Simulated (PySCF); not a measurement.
Isomers of C3H8P2.

All values: PBE0/pcSseg-1 (PySCF) at GFN2-xTB geometries, gas phase, one conformer each.

(1) Rank by LUMO energy, lowest first.
A. `[CH3:1][C:2]([CH3:3])=[P:4][PH2:5]` with C2–P4–P5–H -93° and 175°
B. `[CH2:1]=[P:2][P:3]([CH3:4])[CH3:5]` with C1–P2–P3–C4 125°
C. `[CH2:1]=[CH:2][PH:3][CH2:4][PH2:5]` with C1–C2–P3–C4 122°, C2–P3–C4–P5 -54°, P3–C4–P5–H -44° and 48°
D. `[PH2:1][CH2:2][P:3]1[CH2:4][CH2:5]1` with H–P1–C2–P3 -87° and -179°, P1–C2–P3–C4 7°

(2) Rank by dipole moment, highest first.
A. `[CH2:1]=[P:2][CH2:3][CH2:4][PH2:5]` with C1–P2–C3–C4 -76°, P2–C3–C4–P5 -63°, C3–C4–P5–H -42° and 50°
B. `[CH3:1]/[CH:2]=[P:3]\[CH2:4][PH2:5]` with C2–P3–C4–P5 180°, P3–C4–P5–H 46° and -46°
C. `[CH2:1]=[P:2][P:3]([CH3:4])[CH3:5]` with C1–P2–P3–C4 125°
D. `[CH2:1]=[CH:2][PH:3][CH2:4][PH2:5]` with C1–C2–P3–C4 122°, C2–P3–C4–P5 -54°, P3–C4–P5–H -44° and 48°

(3) Rank by the highest IAO charge on any atom, lowest value first.
A. `[CH3:1][C:2]([CH3:3])=[P:4][PH2:5]` with C2–P4–P5–H -93° and 175°
B. `[CH2:1]=[P:2][P:3]([CH3:4])[CH3:5]` with C1–P2–P3–C4 125°
C. `[CH2:1]=[P:2][CH2:3][CH2:4][PH2:5]` with C1–P2–C3–C4 -76°, P2–C3–C4–P5 -63°, C3–C4–P5–H -42° and 50°
D. `[PH2:1][CH2:2][P:3]1[CH2:4][CH2:5]1` with H–P1–C2–P3 -87° and -179°, P1–C2–P3–C4 7°

Results:

(1) B (-1.79 eV), A (-1.44 eV), C (-0.42 eV), D (0.52 eV).

(2) B (2.10 D), A (1.66 D), D (0.80 D), C (0.58 D).

(3) A (+0.159 e), B (+0.318 e), C (+0.382 e), D (+0.406 e).

All values together:

```
  SMILES  μ (D)  HOMO (eV)  LUMO (eV)  lowest IAO charge (e)  highest IAO charge (e)  lowest Hirshfeld charge (e)  highest Hirshfeld charge (e)
C=PP(C)C   0.58      -6.46      -1.79             -0.609 (C)              +0.318 (P)                   -0.170 (C)                    +0.099 (P)
  C=CPCP   0.80      -6.50      -0.42             -0.625 (C)              +0.376 (P)                   -0.157 (C)                    +0.112 (P)
 PCP1CC1   0.76      -7.05       0.52             -0.621 (C)              +0.406 (P)                   -0.159 (C)                    +0.107 (P)
C/C=P\CP   2.10      -7.13      -1.43             -0.628 (C)              +0.331 (P)                   -0.165 (C)                    +0.078 (P)
CC(C)=PP   1.66      -6.62      -1.44             -0.426 (C)              +0.159 (H)                   -0.122 (C)                    +0.051 (H)
  C=PCCP   1.66      -7.29      -1.71             -0.572 (C)              +0.382 (P)                   -0.157 (C)                    +0.119 (P)
```

Conformers: `[CH2:1]=[P:2][P:3]([CH3:4])[CH3:5]` with C1–P2–P3–C4 125°; `[CH2:1]=[CH:2][PH:3][CH2:4][PH2:5]` with C1–C2–P3–C4 122°, C2–P3–C4–P5 -54°, P3–C4–P5–H -44° and 48°; `[PH2:1][CH2:2][P:3]1[CH2:4][CH2:5]1` with H–P1–C2–P3 -87° and -179°, P1–C2–P3–C4 7°; `[CH3:1]/[CH:2]=[P:3]\[CH2:4][PH2:5]` with C2–P3–C4–P5 180°, P3–C4–P5–H 46° and -46°; `[CH3:1][C:2]([CH3:3])=[P:4][PH2:5]` with C2–P4–P5–H -93° and 175°; `[CH2:1]=[P:2][CH2:3][CH2:4][PH2:5]` with C1–P2–C3–C4 -76°, P2–C3–C4–P5 -63°, C3–C4–P5–H -42° and 50°.
